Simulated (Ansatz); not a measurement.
Relaxation of AlH4SSi (7 atoms, charge 0, multiplicity 2), to a largest force component of 0.02 eV/Å in at most 50 steps.

All numbers below come from UKS B3LYP/6-31G* in Ansatz 0.2.0.

```xyz
7
Properties=species:S:1:pos:R:3
Al -1.858 -1.841 0.051
S -0.355 -0.639 1.121
Si 0.901 0.858 0.197
H -0.658 -1.294 2.298
H 0.202 1.424 -0.949
H 1.097 1.818 1.272
H 2.127 0.173 -0.186
```

Where does it end, and by what steps?

The run converged. The force dipped under the threshold on the way, but the program's further checks kept it going. After 22 steps the energy has fallen by 2.804 eV; H4 moved furthest, 1.94 Å. Parted: S2–H4. Joined: Al1–H4.

```tsv
step	energy less start (eV)	largest force component (eV/Å)	accepted
0	0.0000	1.330	yes
1	-0.5208	0.854	yes
2	-0.7301	0.392	yes
3	-0.8331	0.499	yes
4	-0.9931	0.966	yes
5	-1.4096	1.055	yes
6	-1.8382	0.821	yes
7	-2.1811	0.654	yes
8	-2.3777	0.462	yes
9	-2.5544	0.512	yes
10	-2.6117	0.820	yes
11	-2.7553	0.165	yes
12	-2.7864	0.153	yes
13	-2.7966	0.147	yes
14	-2.8006	0.106	yes
15	-2.8004	0.100	no
16	-2.8019	0.019	yes
17	-2.8020	0.036	yes
18	-2.8028	0.007	yes
19	-2.8030	0.103	yes
20	-2.8037	0.044	yes
21	-2.8041	0.002	yes
22	-2.8043	0.012	yes
```

```xyz
7
Properties=species:S:1:pos:R:3
Al -1.112 -1.676 0.736
S -0.082 -0.003 1.764
Si 0.968 1.006 0.164
H -1.982 -2.597 1.723
H 0.041 1.427 -0.919
H 1.603 2.207 0.761
H 2.020 0.137 -0.425
```

Time of the run: 45 s on 2 threads of Arm Neoverse V2, with other jobs on the host, peak memory 0.18 GiB.
